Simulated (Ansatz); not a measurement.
Relaxing silicon (diamond)

The calculation used DFT, revPBE, plane waves (420 eV) with PAW, scalar-relativistic (Ansatz 0.2.0). The PAW files were generated under PBE, with cores re-solved for the functional.

k-point mesh 6×6×6, Fermi-Dirac smearing 0.05 eV, no spin polarisation. Cell and atoms relax.

Starting structure:

```
Si
1.0
     0.00000    2.71535    2.71535
     2.71535    0.00000    2.71535
     2.71535    2.71535    0.00000
Si
2
Direct
  0.50000 0.50000 0.50000
  0.75000 0.75000 0.75000
```

**Question.** What cell does the relaxation end in?

**Answer.** Fd-3m with a = 5.495 Å; 20.74 Å³ per atom against 20.02 at the start (3.6 %).

**Question.** How much energy does the relaxation gain?

**Answer.** 7.2 meV per atom.

Path of the relaxation (the plane waves are chosen anew near the end, which can shift the energy a little):

```csv
step,E − E(final) (meV/atom),V (Å³/atom),P (GPa),max force (eV/Å)
0,7.19,20.021,3.30,0.000
1,0.51,20.558,0.77,0.000
2,0.10,20.729,0.04,0.000
3,0.01,20.729,0.05,0.000
4,0.01,20.741,0.00,0.000
5,0.00,20.741,0.00,0.000
```
